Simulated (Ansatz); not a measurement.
Two isomers of C5H8O: A = `C=C(C)C(C)=O`, B = `CC1C=COC1`.

Calculated with Ansatz (gas phase, PBE0-D4/def2-TZVP geometries, no zero-point term in ΔE). CCSD(T)/CBS is the MP2 limit (def2-TZVPP, def2-QZVPP) plus CCSD(T) − MP2 in def2-TZVPP, frozen cores. DFT in def2-TZVPP. B3LYP here is the variant with VWN-RPA as its local correlation; programs differ in this. Each species was taken in one conformer, which may not be the lowest.

A:

```xyz
14

C     0.610    0.433   -1.329
C     0.474    0.321   -0.008
C     1.416    0.945    0.968
C    -0.655   -0.452    0.589
C    -1.660   -1.120   -0.313
O    -0.751   -0.536    1.793
H     1.430    0.995   -1.763
H    -0.084   -0.027   -2.021
H     2.209    1.489    0.454
H     0.883    1.629    1.632
H     1.862    0.184    1.612
H    -2.162   -0.387   -0.950
H    -1.175   -1.847   -0.969
H    -2.397   -1.627    0.305
```

B:

Z-matrix (Å, degrees):
```
C
C 1 1.525
H 1 1.094 2 111.2
H 1 1.093 2 111.0 3 120.1
H 1 1.093 2 110.5 3 -120.3
C 2 1.507 1 112.4 3 178.1
C 2 1.538 1 113.7 3 65.3
H 2 1.095 1 108.9 3 -57.4
C 6 1.327 2 108.5 1 -108.2
H 6 1.079 2 125.4 1 66.5
O 7 1.438 2 107.1 1 102.8
H 7 1.091 2 113.4 1 -16.2
H 7 1.094 2 111.5 1 -139.9
H 9 1.081 6 129.9 2 175.3
```

Problem. Which isomer does CCSD(T)/CBS put lower? Give the gap. (An estimate is asked.)

Solution. Ansatz gave: A, by 36.4 kJ/mol.

Problem. Give E(B) − E(A) in kJ/mol with PBE-D4, CCSD(T)/def2-TZVPP, HF/def2-TZVPP, PBE0-D4, B3LYP, MP2/def2-TZVPP, B2PLYP. (An estimate is asked.)

Solution. Ansatz gave: PBE-D4 37.3, CCSD(T)/def2-TZVPP 37.6, HF/def2-TZVPP 53.1, PBE0-D4 28.2, B3LYP 51.3, MP2/def2-TZVPP 33.9, B2PLYP 46.5. None reverses the order clearly.

Largest T1 diagnostic: 0.013.

In def2-TZVPP, CCSD(T) changes the Hartree–Fock value by −15.5 kJ/mol (the triples alone add +1.1 kJ/mol) and MP2 by −19.2 kJ/mol. From PBE to PBE0 (25 % exact exchange), in def2-TZVPP and without D4, E(B) − E(A) moves by −9.4 kJ/mol.
